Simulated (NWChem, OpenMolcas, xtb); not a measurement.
# How methods differ on BCl (SMILES [B]Cl)

BCl has 2 atoms, charge 0, and is taken as a singlet. SMILES: `[B]Cl`. Geometry: relaxed at GFN2-xTB.

```xyz
2

B     0.0000    0.0000    0.0000
Cl    0.0000    0.0000    1.5785
```

Each level gives the dipole moment (D). The values are calculated.

| level | kind | program | value (D) |
| --- | --- | --- | --- |
| GFN0-xTB | semi-empirical | xtb | 1.34 |
| GFN1-xTB | semi-empirical | xtb | 1.14 |
| GFN2-xTB | semi-empirical | xtb | 2.80 |
| HF/STO-3G | Hartree–Fock | OpenMolcas | 0.54 |
| SVWN5/STO-3G | LDA | OpenMolcas | 1.11 |
| SVWN-RPA/6-311+G** | LDA | NWChem | 2.54 |
| PBE/STO-3G | GGA | OpenMolcas | 1.07 |
| r2SCAN/STO-3G | meta-GGA | OpenMolcas | 1.01 |
| B3LYP/STO-3G | global hybrid | OpenMolcas | 0.95 |
| M06-2X/STO-3G | hybrid meta-GGA | OpenMolcas | 0.77 |

The values span 0.54 to 2.80 D. Magnitudes only: a small dipole may point the other way at some levels. Sets without polarisation functions give poor dipoles.
